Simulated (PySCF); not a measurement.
Process, species as SMILES: C=C (C2H4) → [CH-]=C + H+
B3LYP-D3(BJ)/def2-TZVP geometries, fixed; electronic energies without zero-point terms.

Effect of the auxiliary basis of density fitting at HF/def2-SVP with PySCF, against the last row, where the deprotonation energy is 431.82 kcal/mol.

```
setting                                fitting functions, largest species  largest shift of a total energy (mEh)  shift of the deprotonation energy (kcal/mol)
-------------------------------------  ----------------------------------  -------------------------------------  --------------------------------------------
density fitting: autoaux                                              302                                  0.107                                         0.028
density fitting: def2-universal-jkfit                                 222                                  0.022                                         0.001
density fitting: cc-pvtz-jkfit                                        278                                  0.012                                         0.000
density fitting: cc-pvqz-jkfit                                        416                                 -0.003                                         0.002
density fitting: none                                                   -                                  0.000                                         0.000
```

Within 0.02 kcal/mol in the deprotonation energy: density fitting: def2-universal-jkfit; density fitting: cc-pvtz-jkfit; density fitting: cc-pvqz-jkfit. The largest shift is 0.107 mEh in a total energy and 0.028 kcal/mol in the difference.
